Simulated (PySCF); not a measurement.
# Accurate constants of HCl, step by step

Aim: bond length, wavenumber and bond energy of HCl near the limit of CCSD(T), built from two basis sets and any small corrections listed.

Method: CCSD(T) on RHF, no relativity in the base curves; scalar relativity is added as a correction; program: PySCF 2.14.0.

2 further runs of the same task are left out: 2 set aside as unsound or not needed.

**1. The job**

```yaml
molecule: HCl
state: singlet, unpaired electrons none
smaller_basis: H aug-cc-pVTZ, Cl aug-cc-pV(T+d)Z
larger_basis: H aug-cc-pVQZ, Cl aug-cc-pV(Q+d)Z
frozen_core_orbitals: 5
extrapolation: correlation as n⁻³ (n = 3, 4), Hartree–Fock as (n+1)·exp(−9√n)
corrections: core–valence correlation, scalar relativity
distances_Å: 1.1310, 1.1824, 1.2338, 1.2852, 1.3367, 1.4009, 1.4652
masses_u: 1.0078, 34.9689
dissociation_limit: H + Cl
```

Launch:

```console
$ OMP_NUM_THREADS=4 python comp.py task.json out
```

**2. Coupled cluster at each distance**

Before running it: what results should come out? Wanted: for each run, Re; ωe; ωexe; αe; De.

As calculated:

```tsv
level	Re (Å)	ωe (cm⁻¹)	ωexe (cm⁻¹)	αe (cm⁻¹)	De (eV)
CCSD(T)/aug-cc-pVTZ(-PP)	1.2763	2996.2	53.4	0.305	4.572
CCSD(T)/aug-cc-pVQZ(-PP)	1.2763	2995.7	52.8	0.305	4.626
HF/CBS	1.2643	3143.6	46.7	0.278	3.344
MP2/CBS	1.2722	3044.1	49.5	0.294	4.697
CCSD/CBS	1.2742	3018.3	51.2	0.300	4.594
CCSD(T)/CBS	1.2766	2993.5	52.2	0.304	4.663
CCSD(T)/CBS+CV	1.2753	2997.6	52.3	0.305	4.673
CCSD(T)/CBS+CV+SR	1.2752	2993.4	52.3	0.305	4.663
```

**Reading.** The last step gives Re = 1.2752 Å, ωe = 2993.4 cm⁻¹ and De = 4.663 eV; the smaller basis alone is off from it by +1.1 mÅ and -0.09 eV. Near the minimum the mean field binds by 3.34 eV and correlation adds 1.32 eV of binding. T1 is 0.006. Spin–orbit coupling and excitations beyond (T) are left out.
